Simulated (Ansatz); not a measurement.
```yaml
crystal:
  periodic: [false, false, false]
  atoms:
    - {symbol: Si, position_ang: [-1.632208, -0.322638, -0.003409]}
    - {symbol: Br, position_ang: [0.599187, 0.099427, 0.001210]}
    - {symbol: H, position_ang: [-2.019991, 1.107999, -0.000910]}
basis:
  gaussian: {orbitals: def2-TZVP}
hamiltonian: {xc: pbe0}
relax: {f_tol: 0.004, max_steps: 80}
```

```sh
$ ansatz run in.yaml --threads 1 --pin off --events-out ev --progress --plain --max-ram 2176MiB
```

Steps of the relaxation (energy above the last step; positions in Å, forces in eV/Å):

```
3
step 1, 20.6 meV
Si   -1.632   -0.323   -0.003    0.470   -0.697   -0.001
Br    0.599    0.099    0.001   -0.332   -0.026   -0.001
H    -2.020    1.108   -0.001   -0.138    0.723    0.001
```

```
3
step 2, 3.7 meV
Si   -1.629   -0.346   -0.003    0.150   -0.132    0.000
Br    0.573    0.111    0.001   -0.008   -0.063    0.000
H    -1.997    1.120   -0.001   -0.142    0.195    0.000
```

```
3
step 3, 0.0 meV
Si   -1.617   -0.343   -0.003    0.007   -0.001    0.000
Br    0.585    0.099    0.001   -0.008    0.000    0.000
H    -2.021    1.129   -0.001    0.002    0.001    0.000
```

```
3
step 4, 0.0 meV
Si   -1.617   -0.343   -0.003    0.000    0.000    0.000
Br    0.584    0.099    0.001    0.000    0.000    0.000
H    -2.021    1.129   -0.001    0.000    0.000    0.000
```

Close pairs at the end: Si1–H3 1.527 Å, Si1–Br2 2.245 Å.

A stationary point of restricted PBE0 after 4 steps (its stability towards spin polarisation wasn't tested); no frequencies were run, so it isn't proven a minimum. 8.5 s on 1 thread of Intel Xeon Platinum 8488C, shared host.
